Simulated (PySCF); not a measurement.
## HCN: fields on a plane

Computed with PBE0/[C def2-TZVP, N def2-TZVP, H def2-TZVP], no relativity, density fitting, PySCF.

The singlet minimum has C–H 1.069 Å, C–N 1.146 Å; H–C–N 180.0°.

The plane holds C1 at (0.00, 0.00), N2 at (1.15, 0.00), H3 at (-1.07, 0.00) Å. Columns run from x = -3.15 to 3.45 Å, rows from y = 2.25 (top) to -1.95 Å, in steps of 0.3 Å. Other isomers or separated fragments may lie lower.

**Question.** Give the electrostatic potential (V) (cut at 20 V). Every second row and column.

**Answer.** 
```
 0.5  0.6  0.6  0.6  0.4  0.2 -0.1 -0.4 -0.5 -0.6 -0.6 -0.5
 0.6  0.8  1.0  1.0  0.9  0.6 -0.1 -0.5 -0.8 -0.9 -0.8 -0.6
 0.8  1.2  1.7  2.3  2.7  3.8  1.9  1.4 -0.3 -1.3 -1.1 -0.8
 1.0  1.6  3.2  9.4 12.0 20.0 20.0 20.0 11.2 -1.5 -1.5 -1.0
 1.0  1.7  3.9 20.0 20.0 20.0 20.0 20.0 20.0 -1.4 -1.6 -1.0
 0.9  1.4  2.4  4.1  5.5 12.3  7.1  9.1  2.5 -1.5 -1.3 -0.9
 0.7  1.0  1.3  1.5  1.5  1.4  0.3 -0.3 -0.8 -1.1 -1.0 -0.7
 0.6  0.7  0.8  0.8  0.6  0.3 -0.1 -0.5 -0.7 -0.7 -0.7 -0.6
```

**Question.** Give the electron localisation function (set to 0 where the density is under 0.005 e/Å³). Every second row and column.

**Answer.** 
```
0.00 0.00 0.00 0.00 0.00 0.00 0.00 0.00 0.00 0.00 0.00 0.00
0.00 0.00 0.00 0.00 0.09 0.24 0.27 0.19 0.19 0.00 0.00 0.00
0.00 0.00 0.00 0.67 0.57 0.58 0.67 0.58 0.70 0.62 0.00 0.00
0.00 0.00 0.94 0.99 0.96 0.36 0.84 0.60 0.93 0.91 0.51 0.00
0.00 0.00 0.97 1.00 0.99 0.47 0.75 0.42 0.94 0.94 0.60 0.00
0.00 0.00 0.77 0.95 0.84 0.66 0.80 0.73 0.87 0.82 0.32 0.00
0.00 0.00 0.00 0.17 0.26 0.40 0.48 0.38 0.43 0.31 0.00 0.00
0.00 0.00 0.00 0.00 0.00 0.10 0.11 0.07 0.00 0.00 0.00 0.00
```
